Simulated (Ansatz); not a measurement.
## Ansatz (development build ahead of 0.2.0) run

```yaml
crystal:
  periodic: [false, false, false]
  atoms:
    - { symbol: P, position_ang: [0.0, 0.0, 0.0] }
    - { symbol: "N", position_ang: [0.0, 0.0, 2.086] }
basis:
  gaussian: { orbitals: "6-31G" }
magnetization:
  spin_polarized: true
hamiltonian:
  xc: pbe0
scf:
  omitted_lower_state_checks: [stability, starts, atomic_configurations, cluster_reference, orbital_swaps, given_window_search, neighbouring_geometries, increment]
output:
  forces: true
```

The input is written out in the form of the current development build from the run's settings.

The run gave:

| Item | Value |
| --- | --- |
| Converged | yes |
| Total energy | -395.65475 hartree |
| Spin squared of the determinant | 0.000 |

Forces (eV/Å):
| atom | Fx | Fy | Fz |
| --- | --- | --- | --- |
| P1 | 0.000 | 0.000 | 8.582 |
| N2 | 0.000 | 0.000 | -8.582 |

This is not the lowest solution: another run reaches a determinant 1.26 eV lower.
